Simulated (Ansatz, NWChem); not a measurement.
# C2H4Cl2 (1,2-dichloroethane): from total energies to a heat of formation

C2H4Cl2: 8 atoms, total charge 0, spin state singlet. As SMILES, `ClCCCl`. The shape is that of a PBE0-D4/def2-TZVP optimisation. This is one conformer, not always the lowest.

Total energies at M06-2X/6-31G* (spherical functions) (NWChem 7.3.0); the atoms run unrestricted:

| species | state | energy (Eh) |
| --- | --- | --- |
| C2H4Cl2 | singlet | -998.899420 |
| Cl | doublet | -460.096002 |
| C | triplet | -37.827566 |
| H | doublet | -0.496666 |

Harmonic wavenumbers at PBE0-D4/def2-TZVP, in cm⁻¹: 115, 262, 414, 687, 708, 900, 961, 1061, 1164, 1232, 1315, 1340, 1462, 1464, 3086, 3094, 3149, 3163.

Measured heats of formation of the gaseous atoms at 298.15 K, in kJ/mol: Cl 121.3, C 716.9, H 218.0. Spin-orbit lowering of the atoms at 298 K (mean of the ground term's levels less their thermal mean, from spectra), in kJ/mol: Cl 3.44, C 0.02. Take 1 Eh = 2625.50 kJ/mol, 1 cm⁻¹ = 0.0119627 kJ/mol, RT = 2.479 kJ/mol.

Problem. Work out the heat of formation of the gas at 298 K.

Solution. 
1. Electronic atomisation energy: 2 × (-460.096002) + 2 × (-37.827566) + 4 × (-0.496666) − (-998.899420) = 1.065620 Eh = 2797.8 kJ/mol.
2. Zero-point energy: half the sum of the wavenumbers, 12788.5 cm⁻¹ = 153.0 kJ/mol.
3. Thermal vibrational enthalpy, Σ hcν̃/(exp(hcν̃/kT) − 1): 5.0 kJ/mol. Translation, rotation and pV of a non-linear molecule: 4 RT = 9.9 kJ/mol.
4. The 8 free atoms carry 5/2 RT each: 49.6 kJ/mol.
5. Spin-orbit coupling lowers the free atoms by 2 × 3.44 + 2 × 0.02 = 6.9 kJ/mol.
6. Atomisation enthalpy at 298 K: 2797.8 − 6.9 − 153.0 − 5.0 − 9.9 + 49.6 = 2672.6 kJ/mol.
7. Sum of the atoms' heats of formation: 2548.4 kJ/mol. Heat of formation: 2548.4 − 2672.6 = -124.2 kJ/mol.

The tabulated value is -130.1 kJ/mol (Active Thermochemical Tables), so this level is off by +5.9 kJ/mol, or 0.2 % of the atomisation enthalpy that the table implies (2678.4 kJ/mol). So close a hit in a small basis owes something to errors that cancel. Anharmonicity and any spin-orbit splitting of the molecule are left out.
